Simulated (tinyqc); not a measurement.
Worked calculation: MP2 on RHF in the sto-3g basis, frozen core, for H2O, spin multiplicity 1. One step of it, computed by the program tinyqc.

Problem. Orthogonalisation. S = U s U^T; symmetric (Loewdin) form X = U s^(-1/2) U^T, so that X^T S X = 1.

overlap S:
```
           1O 1s     1O 2s    1O 2px     1O 2py    1O 2pz     2H 1s      3H 1s
1O 1s   1.000000  0.236704  0.000000   0.000000  0.000000  0.049825   0.039259
1O 2s   0.236704  1.000000  0.000000   0.000000  0.000000  0.452978   0.391546
1O 2px  0.000000  0.000000  1.000000   0.000000  0.000000  0.000000   0.000000
1O 2py  0.000000  0.000000  0.000000   1.000000  0.000000  0.287620  -0.259378
1O 2pz  0.000000  0.000000  0.000000   0.000000  1.000000  0.250657   0.226245
2H 1s   0.049825  0.452978  0.000000   0.287620  0.250657  1.000000   0.231937
3H 1s   0.039259  0.391546  0.000000  -0.259378  0.226245  0.231937   1.000000
```

Give: eigenvalues of S; X.

Solution.

eigenvalues of S: 0.3834  0.4923  0.8808  1.0000  1.1040  1.2863  1.8531

X:
```
          1O 1s    1O 2s  1O 2px   1O 2py   1O 2pz    2H 1s    3H 1s
1O 1s    1.0239  -0.1393  0.0000  -0.0014  -0.0091   0.0215   0.0187
1O 2s   -0.1393   1.1910  0.0000   0.0196   0.0931  -0.2806  -0.2178
1O 2px   0.0000   0.0000  1.0000   0.0000   0.0000   0.0000   0.0000
1O 2py  -0.0014   0.0196  0.0000   1.0823   0.0093  -0.2057   0.1770
1O 2pz  -0.0091   0.0931  0.0000   0.0093   1.0513  -0.1520  -0.1241
2H 1s    0.0215  -0.2806  0.0000  -0.2057  -0.1520   1.1887  -0.0831
3H 1s    0.0187  -0.2178  0.0000   0.1770  -0.1241  -0.0831   1.1365
```
